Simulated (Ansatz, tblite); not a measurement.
**The cluster K2S: rung by rung**

How do method and basis change the picture of the cluster K2S (singlet)?

Computed with Ansatz 0.2.0, Gaussian basis. Level: as each input shows.

The runs, in order: GFN1-xTB, GFN2-xTB, PBE-D4/def2-TZVP, r2SCAN-D4/def2-TZVP, ωB97M-V/def2-TZVP, B3LYP-D4/def2-TZVP, LDA/def2-TZVP, B97M-V/def2-TZVP, revPBE-D4/def2-TZVP, PBE-D4/def2-SVP, PBE0-D4/def2-SVP, PBE0-D4/def2-TZVPD, PBE-D4/def2-TZVPD, r2SCAN-D4/def2-TZVPD, CCSD(T)/def2-TZVPP, MP2/def2-TZVP, RPA/def2-TZVP, CCSD(T)/def2-TZVPD.

1 further run of the same task is left out (set aside as unsound or not needed). Runs told in other sessions of the task aren't counted.

## 1. The relaxed structure

The singlet was relaxed beforehand with r2SCAN-D4/def2-TZVP. At that level it is the lowest of the isomers that a small search found.

3 atoms, charge 0, spin multiplicity 1.

Bond lengths: K1–S3 2.743 Å, K2–S3 2.743 Å. Angles: K1–S3–K2 178.6°.

As a file:

```
K     0.4836   -2.0656    1.7385
K    -0.4646    2.0744   -1.7332
S    -0.0190   -0.0088   -0.0053
```

PBE0-D4/def2-TZVP was run before; its log isn't repeated, and its numbers join the tables.

## 2. GFN1-xTB

Tight binding, by tblite at 300 K electronic temperature and without a spin-polarisation term:

```python
tblite.interface.Calculator('GFN1-xTB', numbers, positions, charge=0, uhf=0).singlepoint()
```

Energy -117.6041 eV, HOMO -8.31 eV, LUMO -6.36 eV; 0.003 s.

## 3. GFN2-xTB

Tight binding, by tblite at 300 K electronic temperature and without a spin-polarisation term:

```python
tblite.interface.Calculator('GFN2-xTB', numbers, positions, charge=0, uhf=0).singlepoint()
```

Energy -100.1436 eV, HOMO -6.83 eV, LUMO -6.68 eV; 0.006 s.

## 4. PBE-D4/def2-TZVP

start.molden holds the orbitals of an earlier run on this state, given as this run's starting guess.

The input, in.yaml:

```yaml
crystal:
  periodic: [false, false, false]
  atoms:
    - {symbol: K, position_ang: [0.483606, -2.065626, 1.738454]}
    - {symbol: K, position_ang: [-0.464559, 2.074395, -1.733197]}
    - {symbol: S, position_ang: [-0.019047, -0.008769, -0.005257]}
basis:
  gaussian: {orbitals: def2-TZVP, initial_orbitals: start.molden}
hamiltonian: {xc: pbe, dispersion: d4}
scf: {omitted_lower_state_checks: [starts]}
output: {orbitals: {seedname: orbitals}}
```

Started as:

```
ansatz run in.yaml --threads 4 --pin off --events-out ev --progress --plain --max-ram 3916MiB
```

After this run come: r2SCAN-D4/def2-TZVP; ωB97M-V/def2-TZVP; B3LYP-D4/def2-TZVP; LDA/def2-TZVP; B97M-V/def2-TZVP; revPBE-D4/def2-TZVP; PBE-D4/def2-SVP; PBE0-D4/def2-SVP; PBE0-D4/def2-TZVPD; PBE-D4/def2-TZVPD; r2SCAN-D4/def2-TZVPD; CCSD(T)/def2-TZVPP; MP2/def2-TZVP; RPA/def2-TZVP; CCSD(T)/def2-TZVPD.

Before running them: what should the planned runs give, taken together? Wanted: gap in def2-TZVP, named functionals, smallest and largest; correlation energy, CCSD(T)/def2-TZVPP; correlation energy, MP2/def2-TZVP; correlation energy, CCSD(T)/def2-TZVPD; binding an atom, CCSD(T)/def2-TZVPP; PBE0 total energy, smallest basis above largest.

**Answer**, as computed:

```
                                                 quantity                                   value
gap in def2-TZVP, named functionals, smallest and largest  0.96 eV (revPBE-D4), 4.92 eV (ωB97M-V)
                   correlation energy, CCSD(T)/def2-TZVPP                               -15.26 eV
                        correlation energy, MP2/def2-TZVP                               -13.87 eV
                   correlation energy, CCSD(T)/def2-TZVPD                               -15.36 eV
                      binding an atom, CCSD(T)/def2-TZVPP                                1.455 eV
          PBE0 total energy, smallest basis above largest          8.05 eV (def2-SVP, def2-TZVPD)
```

What this shows: Orbital gaps of the named functionals in def2-TZVP span 0.96 eV (revPBE-D4) to 4.92 eV (ωB97M-V); exact exchange widens it. The functionals in def2-TZVP miss CCSD(T)/def2-TZVPP by +0.105 (B3LYP-D4) to +0.408 eV (LDA) an atom. CCSD(T)/def2-TZVPP isn't at the basis-set limit; small misses against it rank nothing.
